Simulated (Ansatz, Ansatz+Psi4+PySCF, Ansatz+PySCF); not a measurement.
```xyz
3

C     0.0000    0.0000    0.1104
H     0.0000    0.9826   -0.3311
H     0.0000   -0.9826   -0.3311
```

Basis set: cc-pVTZ (spherical functions). Left uncorrelated: 1 orbital. Correlation on ROHF uses semicanonical orbitals with singles. Charge 0, multiplicity 3.

Computed with Ansatz (development build ahead of 0.2.0); free ground-state atoms in the same class of orbitals, no zero-point energy, no relativity.

The atomization energy of triplet CH2 from measured heats of formation, zero-point and thermal terms removed is 8.254 eV (G2/97 set, Curtiss et al., J. Chem. Phys. 106, 1063 (1997), as shipped with ASE); it holds spin-orbit and other relativistic effects.

(1) How far do UHF-CCSD(T), ROHF-CCSD(T), UHF-MP2, ROHF-MP2 miss it in this basis?

Answers

(1)

```
      method  atomization energy (eV)  computed − measured (eV)
 UHF-CCSD(T)                    8.093                    -0.161
ROHF-CCSD(T)                    8.094                    -0.160
     UHF-MP2                    8.091                    -0.163
    ROHF-MP2                    8.092                    -0.162
```
